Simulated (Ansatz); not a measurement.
# AlH (triplet): wave-function methods side by side at distance Al1–H2 = 1.763 Å, cc-pVQZ

The task here is to estimate one member of a computed series from the others.

Program: Ansatz 0.2.0, Gaussian basis. Level of theory: cc-pVQZ, core rule «outside noble gas», up to 5 orbitals frozen. These are calculated values, not measurements.

The runs, in order: UHF; CCSD(T) on ROHF; CCSD(T) on UHF; BCCD(T) on ROHF; CCSDT(Q) on ROHF; CCSDT(Q) on UHF; Full CI.

17 further runs of the same task are left out: 4 for a known fault of the program, 10 that didn't finish, 3 set aside as unsound or not needed.

## What is computed

The geometry derives from a PBE0/def2-TZVP stationary point (not a proven minimum). One bond is set to the value named and the two fragments are kept rigid.

2 atoms, charge 0, spin multiplicity 3.

Atoms are counted from 1 here; the program's logs count them from 0.

Bond lengths: Al1–H2 1.763 Å.

Set-up of the first run:

The input, in.yaml:

```yaml
crystal:
  periodic: [false, false, false]
  atoms:
    - {symbol: Al, position_ang: [0.000000, 0.000000, 0.000000]}
    - {symbol: H, position_ang: [0.000000, 0.000000, 1.763000]}
basis:
  gaussian: {orbitals: cc-pVQZ}
magnetization: {spin_polarized: true, initial_magnetization: 2}
hamiltonian: {xc: hf}
output: {orbitals: {seedname: orbitals}}
```

Run with:

```sh
$ ansatz run in.yaml --threads 1 --pin off --events-out ev --progress --plain --max-ram 2393MiB
```

Among the steps run: UHF; CCSD(T) on ROHF; CCSD(T) on UHF; BCCD(T) on ROHF; CCSDT(Q) on ROHF; CCSDT(Q) on UHF; Full CI.

One table of the session follows, with a row left open; its other results are not shown here.

| method | from FCI (meV) |
| --- | --- |
| ROHF | +1756.2 |
| UHF | +1683.5 |
| RMP2 | +493.8 |
| UMP2 | +470.7 |
| RCCSD | +73.2 |
| UCCSD | +66.9 |
| RCCSD(T) | +20.0 |
| UCCSD(T) | +18.1 |
| BCCD(T) | ? |
| RCCSDT | +1.3 |
| UCCSDT | 0.0 |
| RCCSDT(Q) | +0.3 |
| UCCSDT(Q) | -0.9 |
| FCI | 0 |

Estimate the missing values for BCCD(T).

The run gave: from FCI (meV): +18.8. In the column «from FCI (meV)» it lies between UCCSD(T) (+18.1) and RCCSD(T) (+20.0).

Caveats from the session: Levels on UHF freeze UHF's core orbitals, full CI those of ROHF, so the U rows can settle a little off it for that reason alone. Restricted and unrestricted rows rest on different reference determinants; where their highest levels disagree by more than a few hundredths of an eV, they describe different states and don't form one ladder.
